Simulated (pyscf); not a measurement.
# Routes from `[SiH3][AsH2]` + `[AsH3]`

Candidate steps break at most two bonds and form at most two. Each was searched with GFN2-xTB (tblite) first. Single points on ωB97X-D3(BJ)/def2-SVP structures (PySCF, gas phase). Energies: ωB97M-D3(BJ)/def2-TZVP, kcal/mol, from the separated reactants, singlet surface; ΔG‡ with ideal gas, 1 atm, RRHO with modes under 100 cm⁻¹ raised to 100, one conformer, R ln 2 for chiral ones without a mode under 150 cm⁻¹.

```json
[
 {"products": "H₃Si–AsH–AsH₂ + H₂", "type": "four-centre exchange", "ΔE‡": "62.3", "ΔE": "-2.3", "ΔG‡ 298 K": "71.6", "ΔG‡ 900 K": "92.7", "ν‡ (cm⁻¹)": "1387i"},
 {"products": "H₂As–SiH₂–AsH₂ + H₂", "type": "four-centre exchange", "ΔE‡": "74.5", "ΔE": "-1.9", "ΔG‡ 298 K": "83.7", "ΔG‡ 900 K": "104.3", "ν‡ (cm⁻¹)": "1052i"}
]
```

Plain bond fissions and candidates not yet searched are not listed, and one of them may be faster. Each barrier is that of the saddle found; lower ones may exist. Elements up to Kr have no core potential and no relativistic terms here.
